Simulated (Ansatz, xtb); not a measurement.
System: C3H3, net charge -1, singlet state. It need not be the lowest isomer of its formula. Whether it binds its extra electron was not tested at this geometry. 
Coordinates optimised at B3LYP-D3(BJ)/def2-TZVP (Ansatz, an electronic-structure program):
```xyz
6

C      0.1102    -0.0030     1.0007
C      0.0066    -0.6435    -0.4449
C     -0.0212     0.6479    -0.4380
H     -0.9294    -0.0276     1.4208
H      0.2107    -1.5060    -1.0720
H      0.1455     1.5250    -1.0558
```
Charge -1, spin multiplicity 1.

Harmonic wavenumbers from GFN2-xTB (xtb, at its own minimum), cm⁻¹: 448, 636, 701, 918, 958, 1064, 1108, 1265, 1654, 1738, 2831, 2877.

Task: Give the harmonic wavenumbers at B3LYP-D3(BJ)/def2-TZVP (Ansatz, finite differences of forces, unscaled).

Result: 157, 400, 792, 801, 967, 1013, 1072, 1244, 1689, 2619, 3078, 3123 cm⁻¹. Zero-point energy 24.2 kcal/mol.

Task: From these and the geometry, give the ideal-gas thermochemistry at 298.15 K and 1 atm (rigid rotor, harmonic oscillator).

Result: Point group Cs, rotational symmetry number 1. Rotational constants 32.14, 22.88, 14.17 GHz. S(trans) 36.92, S(rot) 20.96, S(vib) 4.27, S(elec, spin only) 0.00, S 62.2 cal/(mol K). H(298) - H(0) 3.14 kcal/mol; G - E(el) 8.8 kcal/mol.
